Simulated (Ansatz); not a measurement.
**Which is lower?**

Two relaxed structures of C2H3Al, closed shell (PBE0-D4/def2-TZVP; forces vanish, vibrations not checked).

A:

C1  (-0.665, -0.482, -0.306)
C2  (0.470, 0.155, -0.723)
Al3  (0.209, 0.349, 1.100)
H4  (-1.372, -1.049, -0.909)
H5  (0.870, 0.210, -1.735)
H6  (0.489, 0.817, 2.572)
(Å)

B:

C1  (0.738, 0.287, -0.942)
C2  (1.476, 0.919, -0.128)
Al3  (0.043, 0.141, 0.808)
H4  (-2.007, -1.417, 0.031)
H5  (-1.603, -1.255, -0.583)
H6  (-0.817, -0.198, 2.070)
(Å)

Computed with Ansatz 0.2.0 (basis: def2-TZVPP); correlated methods freeze the cores. B3LYP uses VWN-RPA correlation.

**Question.** Which structure is lower at CCSD(T), and by how much? (To be estimated.)

**Answer.** Computed: A, by 2.182 eV (electronic energy, against the other). By their contacts, A is C₂H₃Al ([CH]1[CH][AlH]1) and B is a complex of C₂HAl ([C]1[C][AlH]1) + H₂.

All methods give the same order:

```csv
method,E(B) − E(A) (eV)
PBE-D4,2.374
r2SCAN-D4,2.382
PBE0-D4,2.517
B3LYP-D4,2.299
wB97M-V,2.195
HF,2.333
MP2,2.167
CCSD,2.257
CCSD(T),2.182
```

T1 diagnostic: at most 0.020.

Labels in which every atom is bracketed show which atoms are joined, not bond orders.

For scale, one of the runs: CCSD(T)/def2-TZVPP, 146 basis functions, launched by `ansatz run in.yaml --threads 2 --pin off --events-out ev --progress --plain --max-ram 4352MiB`. Hardware: 2 CPU threads of an Arm Neoverse V2, shared host. Wall time 8 s; peak host memory 0.84 GiB.
